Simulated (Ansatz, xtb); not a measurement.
A geometry optimisation of H3N2Si+ with r2SCAN-D4/def2-SVP

The starting geometry of this gas-phase triplet was built from a drawn formula by distance geometry and a force field; its bonds are those of `N1[NH2+][Si]1`.

```xyz
6

N     0.6078    1.4720   -1.0892
N     0.5749    2.6356   -1.8077
Si   -0.9792    1.9083   -1.5348
H     0.7273    1.6126   -0.0651
H     0.9316    2.5727   -2.7724
H     0.7649    3.5065   -1.3376
```

**Question.** Where would you expect an optimisation with r2SCAN-D4/def2-SVP to take it?

**Answer.** A bond breaks, giving a structure given below by its coordinates. Distances that change by over a tenth: N1–Si3 (1.71 → 1.88 Å). Contacts that open: N2–Si3 (1.74 → 2.86 Å).

The energy falls by 2.40 eV over 21 steps:

```tsv
step	E − E(last) (eV)
1	2.398
3	1.688
5	1.675
8	1.674
10	1.479
12	1.131
14	0.630
17	0.016
19	0.000
21	0.000
```

Final geometry (Å):

```yaml
atoms:
  - { symbol: N, position_ang: [0.1855, 1.9276, -1.0437] }
  - { symbol: N, position_ang: [0.8944, 2.7724, -1.7582] }
  - { symbol: Si, position_ang: [-1.3335, 0.9874, -1.6228] }
  - { symbol: H, position_ang: [0.5600, 1.8256, -0.0907] }
  - { symbol: H, position_ang: [0.6077, 2.9489, -2.7265] }
  - { symbol: H, position_ang: [1.7132, 3.2459, -1.3651] }
```

From the same start GFN2-xTB reaches the same bonding as this run.

No frequencies were run, so the end isn't proven a minimum. Open shells are spin-unrestricted. The triplet needn't be the ground state. Run with Ansatz 0.2.0, 2.8 min on 1 thread of Intel(R) Xeon(R) Processor @ 2.50GHz (Skylake/Cascade Lake) (shared host).
